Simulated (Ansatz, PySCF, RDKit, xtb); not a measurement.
# Solving CH3MgO+, step by step

Given the formula CH3MgO+ (charge +1) and nothing else, which arrangement of the atoms is the most stable in the gas at 200 K, and what are its properties?

Plan: many cheap relaxations first (GFN2-xTB), then density-functional screening, relaxation at PBE0-D3(BJ)/def2-SVP, vibrations and a final energy. The numbers are computed, not measured.

4 further runs of the same task are left out: 4 set aside as unsound or not needed.

### Step 1. Possible bonding patterns

A program enumerates the bonding patterns with one Lewis structure each (two rings at most, one unusual centre or charged pair), with their diastereomers. O–O, O–halogen and N–halogen bonds and N–N–N chains are not drawn. That gives 4 candidates.

```csv
label,SMILES,spin
c020,[CH2+][O][MgH],singlet
c462,[CH2+][Mg][OH],singlet
c532,O[CH+][MgH],singlet
c991,[CH2]1[OH+][Mg]1,singlet
```

Candidates are built by distance geometry, with a force field where one applies, in up to four conformers (letters a to d). 6 starts with atoms placed at random are added, to find patterns that the rules miss.

Q: Predict the outcome of this search (final energies at CCSD(T)/def2-TZVPP).

| quantity | value |
| --- | --- |
| lowest structure found | [CH2+][O][MgH], singlet, C2v |
| next finalist | [OH][CH2][Mg] ‡, singlet, 23.1 kcal/mol higher in G |
| share at equilibrium, among the finalists | 100.0 % |
| harmonic wavenumbers, lowest and highest (PBE0-D3(BJ)/def2-SVP) | 84 and 3177 cm⁻¹ |
| rotational constants, same geometry | 9.184, 0.1511, 0.1486 cm⁻¹ |
| HOMO energy (PBE0/def2-TZVPD) | -12.62 eV |
| LUMO energy (PBE0/def2-TZVPD) | -8.07 eV |
| HOMO–LUMO gap (PBE0/def2-TZVPD) | 4.55 eV |
| lowest excitation (TD-CAM-B3LYP/def2-SVPD) | 4.39 eV (f = 0.000) |
| strongest of the states computed, same level | 6.68 eV (f = 0.389) |
| lowest triplet excitation, same level, Tamm-Dancoff | 3.80 eV |
| vertical ionisation energy | 15.26 eV |
| vertical recombination energy (electron added) | 5.64 eV |
| vertical triplet less singlet | +3.72 eV |

`[CH2+][O][MgH]` comes out lowest. Among the finalists first place is clear (23.1 kcal/mol); structures outside the list aren't covered. PBE0-D3(BJ)/def2-SVP, HF/def2-TZVPP and MP2/def2-TZVPP already put its bonding pattern lowest among the structures in one piece. Lowest found is not proven lowest: the search is finite, and each finalist counts with one conformer. Patterns outside the rules of the enumeration were met only by chance. Bonds to the alkali or alkaline-earth atom are largely ionic, and its place along soft bends is ill-defined.

‡ marks the bonded skeleton alone, with all bonds drawn single: no Lewis structure was assigned that passes a check against the bond lengths.
